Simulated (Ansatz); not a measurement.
Predict the output of the script below (the Python package of Ansatz (0.2.0)).

`freq_c4h5n.py`:
```python
"""Harmonic frequencies of C4H5N at its relaxed geometry."""

from dataclasses import dataclass
import itertools

import ansatz
from ase.data import atomic_numbers, covalent_radii
import numpy as np
from rdkit import Chem
from rdkit.Chem import AllChem


@dataclass
class Settings:
    basis_set: str = "cc-pVDZ"
    functional: str = "CAM-B3LYP"


opts = Settings()

# a force-field geometry from the SMILES
rd = Chem.AddHs(Chem.MolFromSmiles("C#CC1CN1"))
AllChem.EmbedMolecule(rd, randomSeed=941)
AllChem.UFFOptimizeMolecule(rd)
mol = ansatz.Crystal.molecule()
for atom, xyz in zip(rd.GetAtoms(), rd.GetConformer().GetPositions()):
    mol = mol.atom(atom.GetSymbol(), xyz.round(5).tolist())

base = (
    mol.calculation()
    .basis(gaussian=opts.basis_set)
    .functional(opts.functional)
)
symbols = [site.symbol for site in mol.cartesian_sites]
start = np.array([site.position_ang for site in mol.cartesian_sites], dtype=float)
report = base.relax(force_tolerance=0.003, max_steps=100).run(threads=1, backend="cpu").report
end = np.array(report["positions_ang"])

# pairs closer than 1.2 times the sum of covalent radii, before or after
radius = [covalent_radii[atomic_numbers[s]] for s in symbols]
span = lambda where, i, j: np.linalg.norm(where[i] - where[j])
bonded = [(i, j) for i, j in itertools.combinations(range(len(symbols)), 2) if min(span(start, i, j), span(end, i, j)) < 1.2 * (radius[i] + radius[j])]
print("pair        before    after (A)")
for i, j in bonded:
    print(f"{symbols[i]}{i}-{symbols[j]}{j}".ljust(10), f"{span(start, i, j):8.4f} {span(end, i, j):8.4f}")

# frequencies need a stationary point, so they are taken at the relaxed geometry
minimum = ansatz.Crystal.molecule()
for symbol, place in zip(symbols, end):
    minimum = minimum.atom(symbol, place.tolist())
vibrating = (
    minimum.calculation()
    .basis(gaussian=opts.basis_set)
    .functional(opts.functional)
    .phonons(temperatures=(200, 600, 100))
)
vib = vibrating.run(threads=1, backend="cpu").report["vibrations"]
sums = vib["harmonic_sums"]
modes = [m["omega_inv_cm"] for m in sums["modes_at_gamma"] if m["rigid_motion"] == "no"]
print("frequencies (1/cm):", " ".join(f"{w:.0f}" for w in modes))
print("imaginary modes:", sum(w < 0 for w in modes), " zero-point energy:", round(sums["zero_point_energy_ev"], 4), "eV")
print("T (K)   F_vib (eV)   S_vib (meV/K)   C_vib (meV/K)")
for row in zip(sums["temperatures_k"], sums["vibrational_free_energy_ev"], vib["entropy_ev_per_k"], vib["heat_capacity_ev_per_k"]):
    print(f"{row[0]:6.1f} {row[1]:11.4f} {1000 * row[2]:13.4f} {1000 * row[3]:15.4f}")
```

```console
$ python freq_c4h5n.py
pair        before    after (A)
C0-C1        1.2056   1.2080
C0-H5        1.0583   1.0724
C1-C2        1.4730   1.4448
C2-C3        1.4593   1.4914
C2-N4        1.4789   1.4715
C2-H6        1.1099   1.0932
C3-N4        1.4769   1.4580
C3-H7        1.1099   1.0928
C3-H8        1.1139   1.0930
N4-H9        1.0475   1.0215
frequencies (1/cm): 206 219 523 541 665 715 795 867 956 968 1026 1113 1137 1193 1265 1301 1401 1499 2268 3131 3170 3228 3491 3520
imaginary modes: 0  zero-point energy: 2.182 eV
T (K)   F_vib (eV)   S_vib (meV/K)   C_vib (meV/K)
 200.0      2.1724        0.1467          0.2637
 300.0      2.1505        0.2965          0.4955
 400.0      2.1123        0.4708          0.7225
 500.0      2.0561        0.6531          0.9118
 600.0      1.9817        0.8333          1.0634
```

The frequencies are harmonic and unscaled, in a modest basis. Timing: 3.9 min on 1 thread of Arm Neoverse V1 (shared host), peak memory 0.34 GiB.
